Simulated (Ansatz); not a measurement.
**What each rung costs and misses: atomization of C2H5NO, singlet**

Geometry (MP2(full)/6-31G*, from the G2/97 set):

```xyz
9

O     0.3822    1.2661    0.0132
C     0.0348    0.0889    0.0009
N     0.9432   -0.9394   -0.0438
C    -1.4138   -0.3495    0.0050
H     0.6656   -1.8851    0.1751
H    -2.0396    0.5240   -0.1704
H    -1.6032   -1.1002   -0.7666
H    -1.6745   -0.7839    0.9749
H     1.9108   -0.6925    0.1170
```

Measured, as an electronic atomization energy: 868.2 kcal/mol (G2/97 heats of formation of molecule and atoms, with zero-point and thermal terms from B3LYP taken off; Curtiss et al., J. Chem. Phys. 106, 1063 (1997), Staroverov et al., J. Chem. Phys. 119, 12129 (2003)). The measured value holds scalar relativity and spin–orbit coupling, which all computed ones lack, and core correlation, which the wave-function levels lack. Atoms are taken at the same level; beside RHF, RMP2 and RCC rows they are unrestricted. The atoms' steps beyond CCSDT(Q) are taken from restricted open-shell runs, which share full CI's core. Ansatz 0.2.0; the 6-31G* set has Cartesian d functions; a miss is computed less measured; times are wall times on shared hosts and scatter by a factor of two or so.

```
    level    basis  miss (kcal/mol)      time of the run              hardware
      RHF   STO-3G           -225.8                0.3 s          1 CPU thread
  BCCD(T)   STO-3G            -88.2               0.37 s          1 CPU thread
     CISD   STO-3G           -106.6                0.7 s          1 CPU thread
      RHF    6-31G           -321.5                0.7 s          1 CPU thread
   revPBE   STO-3G             70.2               0.86 s          1 CPU thread
      PBE   STO-3G            105.3               0.91 s          1 CPU thread
     PBE0   STO-3G             68.8               0.91 s          1 CPU thread
      PBE   6-31G*             24.0               0.97 s          1 CPU thread
     BLYP   STO-3G             72.7               0.97 s          1 CPU thread
   revPBE   6-31G*             -8.0                  1 s          1 CPU thread
    B3LYP   6-31G*             -6.7                1.1 s          1 CPU thread
  BCCD(T)    6-31G           -144.7                1.1 s          1 CPU thread
      PBE  cc-pVDZ             15.5                1.1 s          1 CPU thread
    SPW92  cc-pVTZ            141.6                1.2 s  H100 + 2 CPU threads
     PBE0  cc-pVDZ             -9.8                1.3 s          1 CPU thread
   r2SCAN    6-31G            -36.5                1.4 s          1 CPU thread
  r2SCAN0  cc-pVTZ            -17.6                1.4 s  H100 + 2 CPU threads
 PBE-QIDH  cc-pVTZ             -8.1                1.5 s  H100 + 2 CPU threads
    B3LYP  cc-pVTZ             -1.7                1.5 s  H100 + 2 CPU threads
   r2SCAN  cc-pVTZ              1.6  1.6 s (with forces)  H100 + 2 CPU threads
   B97M-V  cc-pVTZ              0.6                1.6 s  H100 + 2 CPU threads
   B2PLYP  cc-pVTZ             -6.9                1.8 s  H100 + 2 CPU threads
   r2SCAN   6-31G*             -5.1                1.8 s          1 CPU thread
   B2PLYP  cc-pVDZ            -31.8                  2 s          1 CPU thread
  RPA-PBE  cc-pVDZ           -101.2                  2 s          1 CPU thread
   r2SCAN  cc-pVDZ            -11.1                2.1 s          1 CPU thread
  wB97M-V  cc-pVQZ              4.6                2.3 s  H100 + 2 CPU threads
    B3LYP  cc-pVQZ              0.5                2.6 s  H100 + 2 CPU threads
   B2PLYP  cc-pVQZ             -0.9                2.9 s  H100 + 2 CPU threads
  RPA-PBE  cc-pVQZ            -47.5                  3 s  H100 + 2 CPU threads
  BCCD(T)   6-31G*            -84.1                3.3 s          1 CPU thread
   CISDTQ   STO-3G            -88.8                3.3 s  H100 + 2 CPU threads
  wB97M-V   STO-3G             88.9                3.5 s          1 CPU thread
  wB97M-V   6-31G*              4.9                  4 s          1 CPU thread
  wB97M-V  cc-pVDZ             -3.2                4.6 s          1 CPU thread
  BCCD(T)  cc-pVQZ            -11.7                  8 s  H100 + 2 CPU threads
RCCSDT(Q)  cc-pVDZ            -72.9                 17 s  H100 + 2 CPU threads
     CISD  cc-pVDZ           -139.6                 39 s          1 CPU thread
RCCSDT(Q)    6-31G           -143.9                 71 s          1 CPU thread
  RCCSDTQ   STO-3G            -87.4                 90 s          1 CPU thread
```

HF's time is that of a plain UHF run.

The smallest set from which on each level stays within 1 kcal/mol of its own cc-pVQZ value: RHF none (cc-pVTZ is 1.8 kcal/mol off); PBE none (cc-pVTZ is 1.8 kcal/mol off); r2SCAN none (cc-pVTZ is 1.3 kcal/mol off); B3LYP none (cc-pVTZ is 2.2 kcal/mol off); wB97M-V none (cc-pVTZ is 1.4 kcal/mol off); B2PLYP none (cc-pVTZ is 6.0 kcal/mol off); RMP2 none (cc-pVTZ is 15.6 kcal/mol off); RCCSD(T) none (cc-pVTZ is 14.8 kcal/mol off).
